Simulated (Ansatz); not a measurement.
Isolated molecules relaxed with PBE0-D4/def2-TZVP in Ansatz; ΔE leaves out vibrations. CBS: MP2 limit from def2 TZ/QZ plus the TZ coupled-cluster correction, frozen cores. This one scheme is used for every species. Functionals use def2-TZVPP. HSE06 is defined as in plane-wave codes. Each species was taken in one conformer, which may not be the lowest.

Consider the formal hydrolysis of a C–C bond: `CC(F)CCF` + H₂O → `CC(F)CO` + `CF`.

| level | ΔE (kJ/mol) | difference from CCSD(T)/CBS |
| --- | --- | --- |
| BLYP-D4 | 49.4 | -12.8 |
| B97M-V | 54.5 | -7.7 |
| PBE0-D4 | 56.0 | -6.2 |
| BHLYP-D4 | 52.5 | -9.7 |
| ωB97X-V | 53.7 | -8.5 |
| PBE | 50.8 | -11.4 |
| revPBE | 47.7 | -14.5 |
| r2SCAN | 53.9 | -8.3 |
| PBE0 | 53.4 | -8.8 |
| r2SCAN0 | 55.7 | -6.5 |
| HSE06 | 53.3 | -8.9 |
| LC-ωPBE | 54.8 | -7.4 |
| HF/def2-SVP | 40.0 | -22.2 |
| MP2/def2-SVP | 55.5 | -6.7 |
| SCS-MP2/def2-TZVPP | 57.5 | -4.7 |
| CCSD/def2-TZVPP | 57.4 | -4.8 |
| CCSD(T)/CBS | 62.2 | 0 |

(1) What do rigid-rotor, harmonic-oscillator terms from PBE0-D4/def2-TZVP frequencies (298.15 K, 1 bar) make of the CCSD(T)/CBS value? (Best estimate.)

Largest T1 diagnostic among the species: 0.010.

## Answers

(1) Computed: ΔZPE = +4.0 kJ/mol, ΔH = +63.9 kJ/mol, ΔS = 7 J/(mol·K), ΔG = +61.8 kJ/mol.

In def2-TZVPP, CCSD(T) changes the Hartree–Fock value by +13.7 kJ/mol (the triples alone add +1.0 kJ/mol) and MP2 by +19.0 kJ/mol. From BLYP to BHLYP (50 % exact exchange), in def2-TZVPP and without D4, ΔE moves by +5.4 kJ/mol.

CCSD(T)/CBS has its own doubt, a few kJ/mol and more with outer-core shells, so smaller differences from it don't rank the levels.
